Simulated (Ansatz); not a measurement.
# Cost against result

The pair of H2O (SMILES O, atoms 1–3) and F2 (SMILES FF, atoms 4–5), both closed shells, in one local arrangement (a lower one may exist), relaxed at PBE0-D4/def2-TZVP:

```
atom    x (Å)    y (Å)    z (Å)
  O1  -0.1966   0.1690  -1.2314
  H2   0.6476   0.6026  -1.3760
  H3  -0.0468  -0.7531  -1.4523
  F4  -0.2273   0.0419   1.3393
  F5  -0.1769  -0.0603   2.7203
```

Interaction energies are counterpoise-corrected; the time is that of the whole pair.

Ansatz 0.2.0; basis: as named in each row; cores frozen in the correlated methods. B3LYP uses VWN-RPA correlation. Extrapolation: Hartree–Fock as exp(−7.88 √X), correlation as X^−2.97.

Times are rough, for one single point on 2 threads of a shared host (Arm Neoverse V1).

The estimate by CCSD(T) at an estimated basis limit (MP2 extrapolated from triple and quadruple zeta, plus CCSD(T) − MP2 in triple zeta) is -0.83 kcal/mol.

```
   method        basis  time (s)  interaction energy (kcal/mol)  method less estimate
       HF       STO-3G   under 1                           0.10                  0.94
   PBE-D4       STO-3G   under 1                          -1.02                 -0.18
    SPW92     def2-SVP   under 1                          -4.18                 -3.35
 B3LYP-D4        6-31G   under 1                          -1.62                 -0.78
   PBE-D4     def2-SVP   under 1                          -2.63                 -1.79
  PBE0-D4     def2-SVP   under 1                          -1.39                 -0.55
  CCSD(T)     def2-SVP   under 1                          -0.11                  0.73
   PBE-D4  def2-TZVPPD   under 1                          -2.46                 -1.62
revPBE-D4  def2-TZVPPD   under 1                          -1.66                 -0.83
  BLYP-D4  def2-TZVPPD         1                          -2.09                 -1.26
  PBE0-D4  def2-TZVPPD         1                          -1.25                 -0.41
 B3LYP-D4  def2-TZVPPD         1                          -1.33                 -0.50
 HSE06-D4  def2-TZVPPD         1                          -1.29                 -0.45
  wB97M-V     def2-SVP         2                          -1.15                 -0.31
r2SCAN-D4  def2-TZVPPD         2                          -2.23                 -1.40
   B2PLYP  def2-TZVPPD         2                          -0.87                 -0.04
  wB97X-V  def2-TZVPPD         3                          -0.92                 -0.08
  wB97M-V  def2-TZVPPD         3                          -0.93                 -0.09
   B97M-V  def2-TZVPPD         4                          -2.01                 -1.18
      MP2  def2-QZVPPD         6                          -0.81                  0.02
  CCSD(T)  def2-TZVPPD        26                          -0.65                  0.19
```

The T1 diagnostic stays at or below 0.013. The restricted Hartree–Fock reference is unstable towards an unrestricted one at one or more of these structures.
